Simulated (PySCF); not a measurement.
## NaCl: frontier orbitals

r²SCANh at R = 2.346 Å; basis Na def2-SVP, Cl def2-SVP; no relativity; PySCF 2.14. State: ¹Σ⁺ (singlet), closed shell. Only the outer orbitals are listed, counted within each symmetry.

| orbital | occ. | ε (eV) | on Na (%) | main shells (%) |
| --- | --- | --- | --- | --- |
| 2π | 2 | -31.68 | 100 | 100 Na p |
| 2π | 2 | -31.68 | 100 | 100 Na p |
| 6σ | 2 | -31.62 | 99 | 100 Na p |
| 7σ | 2 | -17.98 | 2 | 98 Cl s |
| 8σ | 2 | -6.01 | 7 | 92 Cl p |
| 3π | 2 | -5.55 | 6 | 94 Cl p |
| 3π | 2 | -5.55 | 6 | 94 Cl p |
| 9σ | 0 | -1.41 | 98 | 77 Na s, 20 Na p |
| 4π | 0 | 0.99 | 97 | 95 Na p |
| 4π | 0 | 0.99 | 97 | 95 Na p |

Task: Which are the highest filled and the lowest empty level, where do they sit, and how wide is the gap?

Result: Highest filled 3π at -5.55 eV (in %: 94 Cl p); lowest empty 9σ at -1.41 eV (in %: 77 Na s, 20 Na p); the gap at r²SCANh is 4.14 eV.

```json
{
 "bond order (Mayer)": "0.79",
 "⟨S²⟩": "0.000",
 "charge on Na (Mulliken, basis-dependent)": "0.58",
 "charge on Na (Löwdin, basis-dependent)": "0.26",
 "dipole moment (positive dipole means Na(−)Cl(+))": "-8.42 D"
}
```
